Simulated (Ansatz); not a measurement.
# Worked example: SnH4, triplet against SnH₄, singlet

Geometry (PBE0/def2-TZVP stationary point of a singlet), kept for both states:

```
atom    x (Å)    y (Å)    z (Å)
  Sn   0.0000   0.0000   0.0000
   H   0.9788   0.9872   0.9851
   H  -0.9890  -0.9799   0.9822
   H  -0.9784   0.9802  -0.9924
   H   0.9886  -0.9875  -0.9749
```

Basis def2-SVP with its core potentials; Ansatz 0.2.0. Correlated methods freeze the noble-gas cores and the filled d shells of p-block atoms. Prefix R: restricted or restricted open-shell reference. No spin–orbit coupling is included; scalar relativity enters through the core potentials alone.

Full CI isn't at hand for all of this; RCCSDTQ serves as the reference, and is uncertain by about the last step of the cluster series.

The largest doubles amplitude grows up the series, to 0.23: the determinant mixes near-degenerate terms, and the last step may understate the doubt.

| level | E(SnH4, singlet) (hartree) | E(SnH4, triplet) (hartree) |
| --- | --- | --- |
| RCCSD(T) | -215.765898 | -215.478781 |
| PBE | -216.635056 | -216.371272 |
| PBE0 | -216.653766 | -216.382077 |
| RCCSDTQ | -215.766536 | -215.480429 |

**Question.** Give the vertical gap, SnH4 triplet less SnH4 singlet, at each level in eV (1 hartree = 27.2114 eV), and each error against RCCSDTQ.

**Answer.** RCCSDTQ: (-215.480429 − (-215.766536)) × 27.2114 = 7.785 eV (the reference)
PBE0: (-216.382077 − (-216.653766)) × 27.2114 = 7.393 eV, error -0.392 eV
PBE: (-216.371272 − (-216.635056)) × 27.2114 = 7.178 eV, error -0.607 eV
RCCSD(T): (-215.478781 − (-215.765898)) × 27.2114 = 7.813 eV, error 0.028 eV

Total energies of functionals can't be set beside those of wave-function methods, since they hold the core's correlation and their own absolute errors; only the differences compare.

In so small a basis the reference is far from its limit while semilocal and hybrid functionals are nearer theirs, so the functionals' errors here hold much of the reference's basis and frozen-core error, which can add to them or hide them.

Each level lands on the state that its own search finds. T1 diagnostics of restricted CCSD: 0.010 and 0.021.
